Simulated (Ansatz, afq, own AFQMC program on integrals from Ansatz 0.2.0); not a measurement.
**Ga, doublet → Ga, quartet**

A free Ga atom.

E(quartet, charge +0) − E(doublet, charge +0) at this geometry, on UHF and UHF determinants.

Basis cc-pVQZ. Only valence electrons are correlated. Integrals, coupled cluster, full CI and functionals: Ansatz 0.2.0; the random walks run on the same integrals in our own AFQMC program. ph-AFQMC/CISD is guided by a CISD state made of CCSD amplitudes; releasing the constraint for a short imaginary time cuts its bias at the price of noise, slowly where states lie close. Free AFQMC starts from the CCSD state and is never constrained. Its projection time is finite, and what remains of the start isn't in its error. Error bars are statistical, one sigma. No spin–orbit coupling. The errors of all members are added in quadrature.

Full CI on the same integrals is exact in this basis and with this determinant's frozen core.

Errors are counted within cc-pVQZ, not against nature.

Cautions: inner d shell frozen; no relativity below Rb; no spin-orbit coupling; Ga (quartet): another spin lies lower.

| level | vertical spin gap (kJ/mol) |
| --- | --- |
| HF | 294.8 |
| CCSD | 388.4 |

**Question.** From these cheaper values, estimate the vertical spin gap at the reference level in cc-pVQZ.

**Answer.** 391.4 kJ/mol (full CI in cc-pVQZ).

```json
{"level": "MP2", "vertical spin gap (kJ/mol)": "367.0", "error against FCI (kJ/mol)": "-24.4"}
{"level": "CCSD(T)", "vertical spin gap (kJ/mol)": "390.7", "error against FCI (kJ/mol)": "-0.7"}
{"level": "free AFQMC", "vertical spin gap (kJ/mol)": "391.2 ± 0.2", "error against FCI (kJ/mol)": "-0.1 ± 0.2"}
```

Correlation beyond CCSD(T) adds 0.7 kJ/mol. The perturbative (T) step is worth +2.3 kJ/mol.

Free projections are given only where their last times agree within the noise and don't stop above the reference; a slow remainder of the start can still hide under it. A walk keeps the symmetry of its determinant, which the program's search chose and which needn't be the lowest solution, so a lower state of the same spin and another symmetry isn't excluded.
